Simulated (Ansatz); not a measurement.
Scan of [H···H···F], doublet

Starting geometry:

```xyz
3

H     0.0000    0.0000   -0.9603
H     0.0000    0.0000   -0.2153
F     0.0000    0.0000    1.1757
```

From there H2 is moved from one fragment to the other while all else, the fragments' distance too, stays fixed, so the hump isn't the reaction's barrier; atoms are numbered as listed. Energies are in eV, counted from the starting geometry at the same level. Kohn–Sham curves are unrestricted where that lies lower.

Basis 6-31G; Ansatz 0.2.0. Correlated methods freeze the noble-gas cores.

Full CI is exact within this basis and frozen core; it isn't the basis-set limit.

| distance H1-H2 (Å) | PBE |
| --- | --- |
| 0.693 | 0.153 |
| 0.745 | 0.000 |
| 0.815 | -0.099 |
| 0.885 | -0.148 |
| 0.955 | -0.195 |
| 1.026 | -0.261 |
| 1.096 | -0.324 |
| 1.166 | -0.327 |
| 1.236 | -0.171 |

Q: Estimate the full CI curve in 6-31G from this one, knowing how PBE errs.

A: The computed full CI values, in eV from the starting point, and the error of PBE against them:
```csv
distance H1-H2 (Å),full CI,PBE less full CI
0.693,0.049,0.104
0.745,0.000,0.000
0.815,0.022,-0.121
0.885,0.045,-0.193
0.955,-0.001,-0.194
1.026,-0.134,-0.127
1.096,-0.304,-0.020
1.166,-0.424,0.097
1.236,-0.379,0.208
```

The error spans 0.402 eV and is largest, 0.208 eV, at 1.236 Å.

In so small a basis the reference is far from its limit while semilocal and hybrid functionals are nearer theirs, so the functionals' errors here hold much of the reference's basis and frozen-core error, which can add to them or hide them.
